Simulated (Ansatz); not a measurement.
Input file:

```yaml
crystal:
  periodic: [false, false, false]
  atoms:
    - {symbol: B, position_ang: [0.000000, 0.000000, 0.950764]}
    - {symbol: O, position_ang: [0.000000, 0.000000, -3.074236]}
    - {symbol: H, position_ang: [0.000000, 0.000000, 2.123471]}
basis:
  gaussian: {orbitals: def2-SVPD}
correlation: {active_space: {ras: {orbitals: [7, 0, 44], electrons: 14, max_holes: 2, max_particles: 2}, fixed_orbitals: true}}
output: {forces: true}
```

```sh
$ ansatz run in.yaml --threads 1 --pin off --events-out ev --progress --plain --max-ram 2393MiB
```

Log:

```
501 factors; integrals over basis functions are off by at most 8.5e-4 eV
mean field evaluation 1: about -2677.3050 eV, gradient 7.0e1 eV
mean field evaluation 2: about -2677.3048 eV, gradient 7.0e1 eV
mean field evaluation 4: about -2687.6324 eV, gradient 4.5e1 eV
mean field evaluation 8: about -2712.4599 eV, gradient 1.2e1 eV
mean field evaluation 16: about -2712.9174 eV, gradient 9.9e-4 eV
mean field evaluation 32: about -2712.8285 eV, gradient 3.7e-1 eV
mean field evaluation 64: about -2712.8202 eV, gradient 1.1e-3 eV
mean field evaluation 96: about -2712.8202 eV, gradient 3.1e-3 eV
mean field -2712.91738463 eV, -99.6978750037 hartree, gradient 3.5e-6 eV, S^2 0.000000; 7 other end points of the search recorded, 0 dependent functions left out
reference -2712.91738463 eV, -99.6978750037 hartree; 7, 7 occupied and 44, 44 virtual orbitals, 501 factors
state -2719.04128706 eV, -99.9229242669 hartree
the calculation of the forces begins
Total energy: -2719.04128706 eV, -99.9229242669 hartree
Atom 0 at     0.000000     0.000000     0.950764 Å, force    -0.000000    -0.000000    -1.584659 eV/Å
Atom 1 at     0.000000     0.000000    -3.074236 Å, force     0.000000     0.000000     0.101625 eV/Å
Atom 2 at     0.000000     0.000000     2.123471 Å, force     0.000000     0.000000     1.483034 eV/Å
Dipole moment:     0.000000    -0.000000     0.410682 e Å
```

Forces (eV/Å):
```
B    0.000  0.000 -1.585
O    0.000  0.000  0.102
H    0.000  0.000  1.483
```

Ran on 1 thread of Intel Xeon Platinum 8375C, shared host: 9.5 s wall, 0.27 GiB peak host memory.
